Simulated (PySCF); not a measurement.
An unknown is described by computed data only.

Formula: C3H3Cl2O; charge +1.

- UV, strongest line: among the 10 lowest singlet transitions: S7 at 5.20 eV (238 nm, f = 0.028) [TDDFT PBE0/def2-SVPD]
- 1H NMR: chemical shifts (computed TMS as zero) by class: 6.71 (1 H), 4.87 (2 H) ppm [GIAO PBE/pcSseg-2]
- 13C NMR: chemical shifts (computed TMS as zero) by class: 157.4 (1 C), 84.2 (1 C), 45.2 (1 C) ppm [GIAO PBE/pcSseg-2]
- Triplet: lowest triplet excitation (Tamm–Dancoff): 4.25 eV [TDA PBE0/def2-SVPD]
- Polarisability: 59.2 au [PBE0/def2-SVPD]
- Valence photoelectron: vertical ionisation energy: 16.06 eV [ΔSCF PBE0/def2-SVPD]
- NMR, other nuclei: isotropic shieldings of nuclei other than C and H, by class: -51 (1 O), 534 (2 Cl) ppm [GIAO PBE/pcSseg-2]
- Rotational structure: rotational constants A, B, C: 2.546, 2.038, 1.428 GHz [PBE0-D3(BJ)/def2-SVP]

Electronic properties: PySCF, gas phase, density fitting. Levels stand in brackets. One conformer (not necessarily the lowest) at the PBE0-D3(BJ)/def2-SVP geometry, without solvent, vibrations or thermal averaging. NMR values are class means; diastereotopic atoms form classes of their own.

Question: Propose a structure and show how it fits.

Answer: Numbering: `[O+:1]#[C:2][CH2:3][CH:4]([Cl:5])[Cl:6]`. 3 carbons fall into 3 classes; from least to most shielded: triply bonded carbon [C2] (157.4 ppm), CHCl2 carbon [C4] (84.2 ppm), chain CH2 carbon [C3] (45.2 ppm). Hydrogen classes from least to most shielded: 1 H on a CHCl2 carbon, C4 (6.71 ppm), 2 H on a chain CH2 carbon, C3 (4.87 ppm). The other shieldings belong to: -51 ppm, oxygen bonded to C [O1]; 534 ppm, alkyl chlorine [Cl5/Cl6]. The first electron is taken from the HOMO, whose largest Löwdin shares are 0.47 on each of 2 atoms of one kind (alkyl chlorine). The optimised geometry has point group Cs and is an asymmetric top. Structure: `[O+]#CCC(Cl)Cl`. The assignments are read from this structure; whether some other isomer fits the data as well wasn't checked. NMR values of atoms bound to several Cl lack the spin–orbit term that these neighbours bring.

Shape of the structure used: `[O+:1]#[C:2][CH2:3][CH:4]([Cl:5])[Cl:6]`: C2–C3–C4–Cl5 62°.
